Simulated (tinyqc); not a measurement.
Hueckel theory of the pi electrons with the omega technique, for the molecule Nc1ccsc1 (SMILES; centres numbered as the heavy atoms are written), step by step. One step of it, computed by the program tinyqc.

Question. Orbitals, round 1. Diagonalise; E = alpha + x beta with beta < 0, so the largest x are filled first; degenerate levels share their electrons. P = sum n_i c_ri c_si; each orbital has its largest coefficient positive (the first on a tie).

Hueckel matrix in units of beta (H = alpha + beta A), lower triangle:
```
,1N,2C,3C,4C,5S,6C
1N,1.500000
2C,0.800000,0.000000
3C,0.000000,1.000000,0.000000
4C,0.000000,0.000000,1.000000,0.000000
5S,0.000000,0.000000,0.000000,0.650000,1.000000
6C,0.000000,1.000000,0.000000,0.000000,0.650000,0.000000
```

pi electrons, sum of z_r less the charge = 8

Give: x values; occupations; coefficients; charge and bond-order matrix P.

Answer.

x values: 2.2063  1.5971  0.8576  0.5031  -0.9688  -1.6954

occupations: 2.0000  2.0000  2.0000  2.0000  0.0000  0.0000

coefficients:
```
,MO1,MO2,MO3,MO4,MO5,MO6
1N,0.5875,0.6343,-0.3174,-0.3446,0.0891,-0.1584
2C,0.5187,0.0770,0.2549,0.4294,-0.2751,0.6325
3C,0.3480,-0.1805,0.6220,-0.1394,-0.3422,-0.5682
4C,0.2491,-0.3652,0.2786,-0.4995,0.6066,0.3309
5S,0.3101,-0.6197,-0.5894,-0.1721,-0.3777,0.0112
6C,0.3264,-0.2040,-0.1495,0.6311,0.5373,-0.3774
```

charge and bond-order matrix P, lower triangle:
```
,1N,2C,3C,4C,5S,6C
1N,1.9340
2C,0.2494,1.0486
3C,-0.1190,0.5305,1.1201
4C,-0.0034,-0.0848,0.7911,1.0452
5S,0.0709,-0.2220,-0.2457,0.4507,1.7145
6C,-0.2153,0.7730,-0.0611,-0.4022,0.4143,1.1377
```
